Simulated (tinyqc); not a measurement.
Worked calculation: Pariser-Parr-Pople SCF with singles CI, for the molecule C=CC=CC=C (SMILES; centres numbered as the heavy atoms are written). One step of it, computed by the program tinyqc.

Task: Iteration 1: Fock matrix. F_rr = H_rr + P_rr gamma_rr / 2 + sum_(s != r) P_ss gamma_rs; F_rs = H_rs - P_rs gamma_rs / 2; E = tr P (H + F) / 2 + core repulsion sum_(r<s) z_r z_s gamma_rs.

P at the start, lower triangle:
```
           1C         2C         3C        4C        5C        6C
1C   1.000000
2C   0.871119   1.000000
3C   0.000000   0.483435   1.000000
4C  -0.387685   0.000000   0.784851  1.000000
5C   0.000000  -0.086268   0.000000  0.483435  1.000000
6C   0.301417   0.000000  -0.387685  0.000000  0.871119  1.000000
```

core matrix H (eV), lower triangle:
```
            1C          2C          3C          4C          5C          6C
1C  -29.012780
2C   -2.390000  -32.488018
3C    0.000000   -2.390000  -34.047016
4C    0.000000    0.000000   -2.390000  -34.047016
5C    0.000000    0.000000    0.000000   -2.390000  -32.488018
6C    0.000000    0.000000    0.000000    0.000000   -2.390000  -29.012780
```

repulsion gamma_rs (eV), lower triangle:
```
           1C         2C         3C         4C         5C         6C
1C  11.530000
2C   5.436438  11.530000
3C   3.919330   5.434579  11.530000
4C   2.907338   3.919330   5.436438  11.530000
5C   2.360935   2.906735   3.919330   5.434579  11.530000
6C   1.958739   2.360935   2.907338   3.919330   5.436438  11.530000
```

Centres (angstrom, eV; a flat drawing with bonds scaled to 1.40 angstrom):
```
centre          x          y  core charge z          W   gamma_rr
1C      -3.045000  -0.196000              1  12.430000  11.530000
2C      -1.799000   0.442000              1  12.430000  11.530000
3C      -0.623000  -0.319000              1  12.430000  11.530000
4C       0.623000   0.319000              1  12.430000  11.530000
5C       1.799000  -0.442000              1  12.430000  11.530000
6C       3.045000   0.196000              1  12.430000  11.530000
```

Give: F; pi energy.

Result:

F (eV), lower triangle:
```
        1C      2C      3C      4C      5C      6C
1C  -6.665
2C  -4.758  -6.665
3C   0.000  -3.704  -6.665
4C   0.564   0.000  -4.523  -6.665
5C   0.000   0.125   0.000  -3.704  -6.665
6C  -0.295   0.000   0.564   0.000  -4.758  -6.665
```

pi energy = -81.593 eV
